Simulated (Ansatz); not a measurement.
Two shapes of singlet C2H6.

Shape 1:

```xyz
8

C     0.0000    0.0000    0.7372
C     0.0000    0.0000   -0.7372
H     0.0000    1.0190    1.1322
H    -0.8824   -0.5095    1.1322
H     0.8824   -0.5095    1.1322
H     0.0000   -1.0190   -1.1322
H    -0.8824    0.5095   -1.1322
H     0.8824    0.5095   -1.1322
```

Shape 2:

```xyz
8

C    -0.0067   -0.0024    0.7692
C    -0.0040    0.0054   -0.7696
H    -0.0021    1.0269    1.1630
H    -0.8799   -0.5088    1.1476
H     0.8913   -0.5135    1.1593
H    -0.0053   -1.0261   -1.1618
H    -0.8887    0.5017   -1.1570
H     0.8762    0.5172   -1.1559
```

Basis set: cc-pVTZ (spherical functions). Left uncorrelated: 2 orbitals. Charge 0, multiplicity 1.

Computed with Ansatz (development build ahead of 0.2.0); each method stands on the lowest determinant of its kind that the runs found.

(1) Which shape is lower in energy, and by how much in each method?

Answers

(1)

```tsv
method	E(2) − E(1) (eV)
RHF	-0.023
RHF-MP2	-0.023
```

Shape 2 is lower.
